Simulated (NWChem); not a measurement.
Molecule: DMSO (C₂H₆OS); SMILES S(C)(C)=O

All runs: NWChem. Structure relaxed at the PBE0/def2-SVP level.

Question: What does the run give for B3LYP/def2-SVPD? Quantities: highest occupied level (eV); orbital gap (eV); dipole (D).

Answer: highest occupied level (eV): -6.53
orbital gap (eV): 6.67
dipole (D): 4.21
